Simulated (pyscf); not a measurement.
Optimised with ωB97X-D3(BJ)/def2-SVP in PySCF.

**Question.** Estimate by transition-state theory (the high-pressure limit) the rate constant of F–Mo(F)(F)(F)=S (SMILES [F][Mo]([F])([F])([F])=[S]) + HF (SMILES F) → F–Mo(F)(F)(F)(F)–SH (SMILES [F][Mo]([F])([F])([F])([F])[SH]) (singlet surface; F–H broken, H–S, F–Mo formed) at 600 K, with ωB97M-D3(BJ)/def2-TZVP energies (ideal gas, 1 atm, RRHO with modes under 100 cm⁻¹ raised to 100, one conformer, R ln 2 for rigid chiral ones; no tunnelling).

**Answer.** The electronic barrier is 31.6 kcal/mol and the thermal terms add +17.6, so ΔG‡ = 49.2 kcal/mol. With k_BT/h = 1.25e+13 s⁻¹ and RT = 1.192 kcal/mol, and a volume of 8.18e-20 cm³ per molecule at 1 atm, k = 1.2e-24 cm³ molecule⁻¹ s⁻¹. The product is born with the 18 kcal/mol of the reverse barrier and needs collisions to keep. Wigner's tunnelling factor for 1111i cm⁻¹ would be 1.30. A shift of 1 kcal/mol in the barrier changes k by a factor 2.3. On the reactant side the descent ends in a complex (not fully relaxed), 4.1 kcal/mol under the separated species and 34.1 kcal/mol under the saddle at ωB97X-D3(BJ)/def2-TZVP. This is the saddle that the search found; another between the same sides may lie lower. Elements past Kr carry the def2 core potentials, without spin-orbit coupling.
